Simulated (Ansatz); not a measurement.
Born–Oppenheimer molecular dynamics of CH7OSi (10 atoms, charge 0, multiplicity 2). It starts from a rough guess of a transition structure, not a stationary point.

The calculation used UKS PBE-D4/6-31G in Ansatz.

```json
{
  "ensemble": "NVE (velocity Verlet)",
  "time step": "0.5 fs",
  "steps asked": "150",
  "starting velocities drawn for": "100 K",
  "seed": "426838"
}
```

Frames 0.5 fs apart, positions in Å, forces in eV/Å.

Velocities at 5.0 fs (Å/ps):

```
H -8.17 19.44 -6.05
C 1.89 -1.08 -2.95
O -3.60 -3.70 -5.12
Si 0.99 0.52 3.32
H 13.76 -10.46 -9.90
H 1.89 7.46 -5.03
H -0.76 5.83 -2.11
H -14.24 13.23 11.45
H 18.47 26.05 12.70
H -3.85 -4.47 22.92
```

```xyz
10
Properties=species:S:1:pos:R:3:forces:R:3 time_fs=5.0 energy_less_start_eV=-0.137 T=232
H -0.259 0.852 -1.462 0.19 0.29 -0.19
C 0.208 -0.503 -1.155 1.12 -0.42 -1.68
O -0.258 -0.807 0.079 -0.72 -1.73 -1.50
Si -0.086 -0.048 1.526 -0.37 1.42 3.14
H -0.430 1.702 -1.614 -0.16 0.14 0.00
H -0.255 -1.116 -1.956 0.09 0.23 0.26
H 1.329 -0.431 -1.231 -0.60 0.15 -0.06
H -0.915 1.252 1.561 0.10 -0.35 0.06
H 1.336 0.408 1.852 -0.01 -0.28 -0.03
H -0.674 -1.133 2.448 0.35 0.56 -0.01
10
Properties=species:S:1:pos:R:3:forces:R:3 time_fs=5.5 energy_less_start_eV=-0.147 T=241
H -0.263 0.862 -1.465 0.21 0.18 -0.17
C 0.209 -0.504 -1.157 1.13 -0.47 -1.61
O -0.260 -0.809 0.076 -0.70 -1.64 -1.32
Si -0.085 -0.048 1.528 -0.34 1.44 3.11
H -0.423 1.697 -1.619 -0.20 0.33 -0.04
H -0.254 -1.112 -1.958 0.07 0.19 0.22
H 1.328 -0.428 -1.232 -0.55 0.15 -0.06
H -0.922 1.258 1.567 0.17 -0.46 0.04
H 1.345 0.421 1.858 -0.18 -0.35 -0.08
H -0.675 -1.134 2.460 0.39 0.62 -0.10
10
Properties=species:S:1:pos:R:3:forces:R:3 time_fs=6.0 energy_less_start_eV=-0.155 T=249
H -0.267 0.873 -1.469 0.22 0.10 -0.15
C 0.210 -0.505 -1.159 1.10 -0.52 -1.51
O -0.262 -0.812 0.073 -0.67 -1.53 -1.14
Si -0.085 -0.048 1.530 -0.30 1.45 3.04
H -0.417 1.693 -1.624 -0.24 0.48 -0.06
H -0.253 -1.108 -1.960 0.03 0.15 0.16
H 1.325 -0.425 -1.234 -0.47 0.16 -0.05
H -0.929 1.263 1.573 0.23 -0.54 0.03
H 1.354 0.433 1.864 -0.33 -0.41 -0.13
H -0.676 -1.134 2.471 0.43 0.67 -0.17
10
Properties=species:S:1:pos:R:3:forces:R:3 time_fs=6.5 energy_less_start_eV=-0.163 T=257
H -0.269 0.884 -1.473 0.23 0.03 -0.13
C 0.212 -0.505 -1.161 1.04 -0.54 -1.39
O -0.264 -0.814 0.070 -0.64 -1.43 -0.96
Si -0.084 -0.047 1.533 -0.26 1.45 2.94
H -0.411 1.690 -1.629 -0.27 0.61 -0.09
H -0.252 -1.103 -1.961 -0.01 0.09 0.07
H 1.322 -0.421 -1.235 -0.34 0.17 -0.05
H -0.935 1.267 1.579 0.27 -0.61 0.01
H 1.362 0.444 1.870 -0.46 -0.46 -0.17
H -0.675 -1.133 2.482 0.45 0.69 -0.23
10
Properties=species:S:1:pos:R:3:forces:R:3 time_fs=7.0 energy_less_start_eV=-0.173 T=267
H -0.272 0.894 -1.477 0.23 -0.05 -0.11
C 0.213 -0.506 -1.164 0.94 -0.56 -1.24
O -0.266 -0.817 0.067 -0.61 -1.32 -0.78
Si -0.084 -0.046 1.535 -0.23 1.44 2.80
H -0.406 1.688 -1.634 -0.29 0.75 -0.12
H -0.250 -1.098 -1.962 -0.06 0.03 -0.02
H 1.317 -0.416 -1.237 -0.19 0.18 -0.06
H -0.941 1.270 1.585 0.31 -0.65 0.00
H 1.369 0.453 1.875 -0.56 -0.51 -0.21
H -0.674 -1.129 2.492 0.47 0.70 -0.28
10
Properties=species:S:1:pos:R:3:forces:R:3 time_fs=7.5 energy_less_start_eV=-0.185 T=278
H -0.273 0.905 -1.482 0.23 -0.14 -0.09
C 0.215 -0.507 -1.167 0.81 -0.56 -1.07
O -0.269 -0.820 0.064 -0.58 -1.21 -0.60
Si -0.083 -0.045 1.538 -0.19 1.42 2.64
H -0.402 1.688 -1.640 -0.32 0.88 -0.14
H -0.249 -1.093 -1.963 -0.12 -0.04 -0.12
H 1.313 -0.412 -1.238 -0.01 0.19 -0.06
H -0.945 1.270 1.591 0.33 -0.68 -0.01
H 1.375 0.462 1.880 -0.64 -0.54 -0.24
H -0.671 -1.125 2.502 0.47 0.68 -0.31
10
Properties=species:S:1:pos:R:3:forces:R:3 time_fs=8.0 energy_less_start_eV=-0.201 T=294
H -0.275 0.915 -1.486 0.23 -0.22 -0.07
C 0.217 -0.508 -1.170 0.66 -0.54 -0.90
O -0.271 -0.823 0.060 -0.53 -1.10 -0.43
Si -0.083 -0.044 1.541 -0.15 1.38 2.46
H -0.399 1.690 -1.646 -0.33 0.99 -0.17
H -0.248 -1.088 -1.965 -0.16 -0.11 -0.22
H 1.308 -0.407 -1.240 0.18 0.20 -0.07
H -0.949 1.270 1.597 0.34 -0.69 -0.02
H 1.379 0.469 1.885 -0.70 -0.57 -0.26
H -0.667 -1.118 2.510 0.47 0.65 -0.32
10
Properties=species:S:1:pos:R:3:forces:R:3 time_fs=8.5 energy_less_start_eV=-0.222 T=314
H -0.275 0.925 -1.491 0.22 -0.26 -0.06
C 0.220 -0.510 -1.173 0.50 -0.52 -0.74
O -0.273 -0.826 0.057 -0.49 -0.98 -0.27
Si -0.083 -0.043 1.544 -0.12 1.34 2.25
H -0.396 1.695 -1.653 -0.34 1.04 -0.18
H -0.248 -1.083 -1.967 -0.20 -0.16 -0.30
H 1.303 -0.401 -1.242 0.36 0.21 -0.07
H -0.952 1.267 1.603 0.34 -0.68 -0.04
H 1.381 0.475 1.888 -0.74 -0.59 -0.28
H -0.662 -1.110 2.518 0.45 0.60 -0.31
10
Properties=species:S:1:pos:R:3:forces:R:3 time_fs=9.0 energy_less_start_eV=-0.249 T=340
H -0.275 0.935 -1.496 0.21 -0.25 -0.05
C 0.222 -0.511 -1.176 0.33 -0.49 -0.59
O -0.276 -0.829 0.053 -0.44 -0.88 -0.13
Si -0.082 -0.042 1.548 -0.08 1.28 2.02
H -0.394 1.702 -1.659 -0.33 1.03 -0.18
H -0.248 -1.079 -1.969 -0.22 -0.20 -0.37
H 1.300 -0.395 -1.244 0.52 0.21 -0.07
H -0.954 1.263 1.609 0.33 -0.64 -0.05
H 1.382 0.479 1.891 -0.75 -0.59 -0.29
H -0.656 -1.101 2.526 0.42 0.54 -0.29
10
Properties=species:S:1:pos:R:3:forces:R:3 time_fs=9.5 energy_less_start_eV=-0.282 T=372
H -0.275 0.943 -1.502 0.20 -0.19 -0.06
C 0.224 -0.512 -1.180 0.17 -0.46 -0.46
O -0.279 -0.833 0.050 -0.38 -0.77 0.00
Si -0.082 -0.041 1.552 -0.04 1.22 1.77
H -0.393 1.712 -1.667 -0.31 0.94 -0.16
H -0.249 -1.075 -1.973 -0.22 -0.23 -0.40
H 1.298 -0.389 -1.246 0.64 0.21 -0.08
H -0.956 1.257 1.614 0.30 -0.59 -0.06
H 1.381 0.482 1.893 -0.74 -0.59 -0.30
H -0.649 -1.090 2.533 0.39 0.45 -0.26
10
Properties=species:S:1:pos:R:3:forces:R:3 time_fs=10.0 energy_less_start_eV=-0.319 T=408
H -0.274 0.951 -1.507 0.17 -0.07 -0.08
C 0.227 -0.514 -1.183 0.04 -0.42 -0.36
O -0.281 -0.837 0.046 -0.33 -0.66 0.12
Si -0.082 -0.040 1.555 0.00 1.15 1.50
H -0.392 1.723 -1.674 -0.28 0.80 -0.13
H -0.250 -1.072 -1.978 -0.20 -0.23 -0.41
H 1.297 -0.381 -1.249 0.70 0.20 -0.07
H -0.957 1.250 1.620 0.27 -0.53 -0.07
H 1.377 0.484 1.895 -0.71 -0.58 -0.30
H -0.641 -1.078 2.538 0.34 0.35 -0.20
10
Properties=species:S:1:pos:R:3:forces:R:3 time_fs=10.5 energy_less_start_eV=-0.357 T=445
H -0.273 0.959 -1.513 0.14 0.07 -0.11
C 0.229 -0.515 -1.187 -0.06 -0.39 -0.29
O -0.284 -0.840 0.043 -0.27 -0.56 0.22
Si -0.081 -0.038 1.559 0.03 1.07 1.22
H -0.393 1.737 -1.682 -0.25 0.61 -0.09
H -0.251 -1.069 -1.983 -0.16 -0.21 -0.39
H 1.298 -0.374 -1.252 0.70 0.18 -0.07
H -0.957 1.242 1.625 0.22 -0.44 -0.08
H 1.373 0.484 1.896 -0.65 -0.55 -0.29
H -0.633 -1.065 2.544 0.29 0.24 -0.14
```

Of the whole run (75 fs, mean temperature of the second half 560 K): The conserved energy stayed within 0.17 meV per atom of its start (net change -0.1 meV per atom), so the integration is sound. The system heated up, since it started high on the potential surface and ran downhill. A run of 0.075 ps of so small a system gives no equilibrium averages. Limits of this set-up: no polarisation functions.

Run time: 6.5 min on 1 CPU thread of a shared host.
